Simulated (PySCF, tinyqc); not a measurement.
Worked calculation: MP2 on RHF in the sto-6g basis, frozen core, for BH, spin multiplicity 1. The lowest restricted solution is unstable here: a spin-polarised one lies 0.0155 hartree lower (PySCF). One step of it, computed by the program tinyqc.

Task: Second-order Moller-Plesset energy. E2 = sum_ijab (ia|jb) [2 (ia|jb) - (ib|ja)] / (e_i + e_j - e_a - e_b) over occupied i, j and virtual a, b; the opposite-spin part is (ia|jb)^2 / denominator, the rest is same-spin, and SCS-MP2 scales them by 6/5 and 1/3.

orbital energies (hartree): MO1 -7.432916, MO2 -0.622267, MO3 -0.244437, MO4 0.265941, MO5 0.265941, MO6 0.852839

Two-electron integrals over orbitals (pq|rs), unique and non-zero (hartree); the lowest 1 orbital is frozen and left out:
```
(22|22) 0.622699    (32|22) -0.074094   (32|32) 0.050044    (33|22) 0.411555
(33|32) 0.045393    (33|33) 0.591773    (42|42) 0.057341    (43|42) 0.041494
(43|43) 0.066915    (44|22) 0.467869    (44|32) 0.034262    (44|33) 0.515661
(44|44) 0.587109    (52|52) 0.057341    (53|52) 0.041494    (53|53) 0.066915
(54|54) 0.031641    (55|22) 0.467869    (55|32) 0.034262    (55|33) 0.515661
(55|44) 0.523827    (55|55) 0.587109    (62|22) 0.020439    (62|32) -0.050476
(62|33) -0.044136   (62|44) -0.087831   (62|55) -0.087831   (62|62) 0.124599
(63|22) -0.058472   (63|32) 0.041347    (63|33) 0.077860    (63|44) 0.028971
(63|55) 0.028971    (63|62) -0.048029   (63|63) 0.064319    (64|42) -0.038346
(64|43) -0.017775   (64|64) 0.035074    (65|52) -0.038346   (65|53) -0.017775
(65|65) 0.035074    (66|22) 0.606445    (66|32) -0.059796   (66|33) 0.460238
(66|44) 0.488149    (66|55) 0.488149    (66|62) 0.025593    (66|63) -0.041701
(66|66) 0.634408
```

Hartree-Fock energy = -24.99219861 hartree

Give: Terms; Pair energies; MP2 correlation energy; SCS-MP2 correlation energy; MP2 total energy.

Result:

Terms:
```
i  j  a  b  (ia|jb)  (ib|ja)  denominator     term
2  2  6  6   0.1246   0.1246      -2.9502  -0.0053
3  3  5  5   0.0669   0.0669      -1.0208  -0.0044
3  3  4  4   0.0669   0.0669      -1.0208  -0.0044
3  3  6  6   0.0643   0.0643      -2.1946  -0.0019
2  2  5  5   0.0573   0.0573      -1.7764  -0.0019
2  2  4  4   0.0573   0.0573      -1.7764  -0.0019
3  2  5  5   0.0415   0.0415      -1.3986  -0.0012
2  3  5  5   0.0415   0.0415      -1.3986  -0.0012
3  2  4  4   0.0415   0.0415      -1.3986  -0.0012
2  3  4  4   0.0415   0.0415      -1.3986  -0.0012
2  3  6  6  -0.0480  -0.0480      -2.5724  -0.0009
3  2  6  6  -0.0480  -0.0480      -2.5724  -0.0009
```

Pair energies (hartree; pair i-j sums ij and ji):
```
pair  opposite spin  same spin
2-2         -0.0090     0.0000
3-2         -0.0067     0.0000
3-3         -0.0107     0.0000
```

MP2 correlation energy = -0.026340 hartree

SCS-MP2 correlation energy = -0.031608 hartree

MP2 total energy = -25.018539 hartree
